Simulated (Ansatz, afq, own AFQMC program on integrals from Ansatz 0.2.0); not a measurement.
Integrals from Ansatz 0.2.0, then the random walk in our own AFQMC program (afq).

```yaml
crystal:
  periodic: [false, false, false]
  atoms:
    - {symbol: B, position_ang: [0.000000, 0.000000, 0.826501]}
    - {symbol: C, position_ang: [0.000000, 0.000000, -0.555344]}
    - {symbol: H, position_ang: [0.000000, -0.925158, -1.123694]}
    - {symbol: H, position_ang: [0.000000, 0.925158, -1.123694]}
basis:
  gaussian: {orbitals: aug-cc-pVDZ}
total_charge: -1
magnetization: {spin_polarized: true, initial_magnetization: 2}
correlation: {method: ccsd_t, electrons: outside_noble_gas, hamiltonian_folder: ham}
```

```sh
$ ansatz run in.yaml --threads 1 --pin off --events-out ev --progress --plain --max-ram 24576MiB --backend cuda --devices 0, --max-vram 18GiB
```

afq runs on the folder ham with

```
--method phaseless --trial hf --walkers 2000 --populations 20 --least-time 40 --time-step 0.005 --steps-per-block 20 --equilibration-blocks 112 --max-blocks 4000 --target-error 0.0009500 --factor-cut 1e-05 --start spin_pure --seed 876 --taylor-order 6
```

Times are imaginary, in 1/Eh. The walk had a cap of 95 s. With eight or more populations the least sampling time is a fifth of least-time, and the error comes from their spread.

Log:

```
orbitals 62  electrons 6 4  factors 512 of 636
reference energy -63.56712376 Eh
CCSD correlation -0.22857504 Eh in 16 cycles, weight of the determinant in the CISD state 0.8657
energy of the start -63.570259 Eh
 block  time / (1/Eh)  mean weight  energy / Eh
     1     0.100  1.0002  -63.619650
     2     0.200  1.0009  -63.656957
     3     0.300  1.0011  -63.685730
     4     0.400  1.0016  -63.706593
     5     0.500  1.0011  -63.725132
     7     0.700  1.0009  -63.748745
     9     0.900  1.0001  -63.761704
    13     1.300  1.0002  -63.782966
    37     3.700  1.0001  -63.801291
    61     6.100  0.9999  -63.801204
    85     8.500  0.9996  -63.807061
   109    10.900  0.9996  -63.804396
   133    13.300  1.0001  -63.812343
   157    15.700  0.9998  -63.805474
   181    18.100  1.0002  -63.809174
   205    20.500  0.9997  -63.804136
   229    22.900  0.9994  -63.800022
   253    25.300  1.0001  -63.813915
   277    27.700  1.0000  -63.802917
   301    30.100  0.9997  -63.797813
   325    32.500  0.9996  -63.807111
   349    34.900  1.0000  -63.801067
   373    37.300  0.9996  -63.796209
   397    39.700  0.9999  -63.810046
   421    42.100  0.9996  -63.798204
   445    44.500  1.0004  -63.808698
   469    46.900  0.9999  -63.810959
   481    48.100  0.9999  -63.809487
error from the spread of 20 populations
energy -63.805467 +/- 0.000915 Eh
(rows thinned)
```

The run passed its tests (sampling time, drift between the halves within three errors, error under three times the target), which doesn't prove that it has relaxed.

Against this walk (error 24.9 meV) on the same determinant: CCSD(T) 1.0 meV higher (within the noise), CCSDT(Q) 51.4 meV lower, a separate phaseless walk with a CISD trial and standard settings 37.4 ± 25.4 meV lower (within the noise). The error is statistical and leaves out the bias of the constraint. The determinant has ⟨S²⟩ = 2.14, so the low cluster orders mix in higher spin (the high orders can go on to a lower state of that spin), while the walk starts as a pure triplet.

Cautions: constraint bias not in the error; another spin lies lower (by 1.73 eV); at this level and basis the anion state lies above a neutral one; unrestricted determinant spin contaminated (⟨S²⟩ 2.14 against 2.00).

The walk took 37 s on 1 × NVIDIA H100 80GB HBM3 with 2 threads of AMD EPYC 7R13 Processor (Zen 3), on a shared host (the card was shared). The log's last line is the phaseless energy.

CCSDT and higher add their correlation energy to the determinant of the CCSD(T) run, since their own runs factorise the integrals more tightly (a shift of under 2 meV). A walk keeps the symmetry of its determinant, which the program's search chose and which needn't be the lowest solution, so a lower state of the same spin and another symmetry isn't excluded.
